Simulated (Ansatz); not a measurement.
Basis-set extrapolation for oxygen (triplet) (PBE0-D4/def2-TZVP geometry, frozen core, Ansatz). Multiplicity 3, UHF reference.

|  | cc-pV(T+d)Z | cc-pV(Q+d)Z |
| --- | --- | --- |
| HF | -149.677388 | -149.689661 |
| MP2 correlation | -0.431503 | -0.464905 |
| CCSD(T) correlation | -0.451113 | -0.483901 |

Energies in hartree. Use E(X) = E(∞) + A·exp(−5.46·√X) for Hartree–Fock and E(X) = E(∞) + B·X^(−3.05) for correlation, with X = 3 and 4.

Question: What is the CCSD(T) energy at the basis-set limit?

Answer: HF limit: -149.689661 + (-0.012273) × 0.30130 = -149.69336. Correlation limit: -0.483901 + (-0.032788) × 0.71189 = -0.50724. Total: -150.20060 hartree, 189.3 kJ/mol below CCSD(T)/cc-pV(T+d)Z.
